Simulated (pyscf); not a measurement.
This saddle point was located with ωB97X-D3(BJ)/def2-SVP in PySCF.

```xyz
11

O     -0.3020    -1.8616     0.6549
Ti    -1.0975    -0.2261    -0.2544
O     -2.4717    -1.0913    -0.9824
O     -1.4561     0.5132     1.3409
O     -0.8754     1.1767    -1.3249
H     -0.1492    -1.6791     1.5927
H     -2.8751    -1.8344    -0.5159
H     -1.6518     1.4520     1.4409
H     -0.1403     1.5660    -1.8068
H      0.5340    -1.2700    -0.0963
H      0.7388    -0.5888    -0.7813
```

Surface: singlet, charge 0. Lowest wavenumbers (cm⁻¹): 1151i, 121, 166, 208, 229.

Problem. Which two sides does it connect, and which bonds change?

Solution. HO–Ti(OH)(OH)–OH (SMILES [OH][Ti]([OH])([OH])[OH]) + H₂ (SMILES [H][H]) ⇌ H₂O (SMILES O) + HO–TiH(OH)–OH (SMILES [OH][TiH]([OH])[OH]), a four-centre exchange read from left to right: O–Ti, H–H broken and H–O, H–Ti formed. At ωB97M-D3(BJ)/def2-TZVP it lies +1.43 eV from the left side and +0.23 eV from the right (each side as separated species at their lowest minima found). On the product side the descent ends in an adduct with a O–Ti contact (not fully relaxed), 0.50 eV under the separated species and 0.63 eV under the saddle at ωB97X-D3(BJ)/def2-TZVP. What is counted as broken (O–Ti) persists as a longer contact in the product adduct; parting that adduct is a step of its own. At the saddle there is also a short H–Ti contact that neither side keeps. This is the saddle that the search found; another between the same sides may lie lower.
